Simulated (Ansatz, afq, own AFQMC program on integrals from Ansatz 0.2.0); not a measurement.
# Where AFQMC and coupled cluster stand for C2H2, singlet

```yaml
atoms:
  - { symbol: C, position_ang: [0.0000, 0.0000, 0.5985] }
  - { symbol: C, position_ang: [0.0000, 0.0000, -0.5985] }
  - { symbol: H, position_ang: [0.0000, 0.0000, 1.6632] }
  - { symbol: H, position_ang: [0.0000, 0.0000, -1.6632] }
```

Connectivity, by distances: CH–CH.

Basis cc-pVDZ. Only valence electrons are correlated. Integrals, coupled cluster, full CI and functionals: Ansatz 0.2.0; the random walks run on the same integrals in our own AFQMC program. ph-AFQMC/CISD is guided by a CISD state made of CCSD amplitudes; releasing the constraint for a short imaginary time cuts its bias at the price of noise, slowly where states lie close. Free AFQMC starts from the CCSD state and is never constrained. Its projection time is finite, and what remains of the start isn't in its error. Uncertainties: one standard error, sampling alone.

Determinant: RHF, the one that the program's search chose, which needn't be the lowest solution. The geometry is a PBE0/def2-TZVP stationary point of this or a neighbouring charge and spin state.

No full CI on the walks' own integrals is used here; CCSDT(Q) serves as the reference and is uncertain by about the last step of the cluster series.

The T1 diagnostic is 0.0122 and the weight of the determinant in the CISD state is 0.886. The size of the correlated space is 10 electrons in 36 orbitals.

| level | correlation energy (eV) |
| --- | --- |
| MP2 | -6.9251 |
| CCSD | -7.3936 |
| CCSD(T) | -7.6910 |

Q: Estimate where phaseless AFQMC with a CISD trial lies against CCSD(T) on the same integrals.

A: 3.6 ± 1.7 kJ/mol below CCSD(T).

Reference: CCSDT(Q), correlation energy -7.729 eV. The released energy is read at 2.40 1/Eh (meV from the phaseless value at times in 1/Eh: 9 ± 19 at 0.24, 7 ± 14 at 0.51, -19 ± 14 at 0.99, 23 ± 19 at 1.62, 23 ± 18 at 2.40).

```json
{"level": "CCSD(T)", "E − E(reference) (kJ/mol)": "3.7", "share of correlation (%)": "99.51"}
{"level": "CCSDT", "E − E(reference) (kJ/mol)": "2.6", "share of correlation (%)": "99.65"}
{"level": "ph-AFQMC/CISD", "E − E(reference) (kJ/mol)": "0.0 ± 1.7", "share of correlation (%)": "99.99"}
{"level": "released AFQMC", "E − E(reference) (kJ/mol)": "2.3 ± 1.7", "share of correlation (%)": "99.70"}
{"level": "free AFQMC", "E − E(reference) (kJ/mol)": "-2.8 ± 1.9", "share of correlation (%)": "100.38"}
```

Free projections are given only where their last times agree within the noise and don't stop above the reference; a slow remainder of the start can still hide under it. A walk keeps the symmetry of its determinant, which the program's search chose and which needn't be the lowest solution, so a lower state of the same spin and another symmetry isn't excluded. Released energies are given only where the last usable release times agree within the noise; a slower fall can still hide under it.
